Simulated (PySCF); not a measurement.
Compound: C2H (charge -1).
Geometry (PBE0-D3(BJ)/def2-SVP, Å), atoms numbered from 1 in this order:
```xyz
3
C2H angstrom
C      1.1912    0.1725    0.0006
C     -0.0542    0.0648   -0.0158
H     -1.1305   -0.0292   -0.0298
```

All values: PBE0/pcSseg-1 (PySCF, non-relativistic), on one gas-phase PBE0-D3(BJ)/def2-SVP geometry that isn't relaxed in the solvent. The solvent is an IEF-PCM continuum (van der Waals radii × 1.2). Specific hydrogen bonds and non-electrostatic terms are outside this model.

Gas phase at PBE0/pcSseg-1: HOMO -0.23 eV, LUMO 7.42 eV.

Problem. What does the continuum do to the energy and the frontier levels at PBE0/pcSseg-1 in benzene and methanol?

Solution. 
| solvent | ε | E(solvent) − E(gas) (kcal/mol) | polarisation term (kcal/mol) | distortion of the solute (kcal/mol) | HOMO (eV) | LUMO (eV) |
| --- | --- | --- | --- | --- | --- | --- |
| benzene | 2.271 | -40.56 | -40.93 | 0.37 | -3.65 | 4.88 |
| methanol | 32.61 | -71.73 | -73.57 | 1.84 | -6.19 | 2.75 |

The first energy column is the sum of the next two and covers electrostatics alone. From benzene to methanol the lowering changes by a factor 1.77, Born's factor 1 − 1/ε by 1.73 and ε itself by 14.4.

Problem. Which radius a makes Born's formula ΔE = −(q²/2a)(1 − 1/ε) give the value in methanol?

Solution. a = q²(1 − 1/ε)/(2|ΔE|) = 2.24 Å, with q = -1 e and |ΔE| = 0.1143 Eh; the farthest nucleus lies 1.19 Å from the centroid of the nuclei. The formula assumes a point charge at the centre of a sphere.

Problem. Which ESP-fitted charges (PBE0/pcSseg-1) respond most in benzene (means over atoms taken as equivalent)?

Solution. 
```json
{"atoms": "C1", "environment": "carbon bonded to C", "gas (e)": "-0.849", "solvent (e)": "-0.905", "change": "-0.056"}
{"atoms": "H3", "environment": "hydrogen on carbon", "gas (e)": "+0.058", "solvent (e)": "+0.086", "change": "+0.028"}
{"atoms": "C2", "environment": "carbon bonded to C and H", "gas (e)": "-0.209", "solvent (e)": "-0.181", "change": "+0.028"}
```
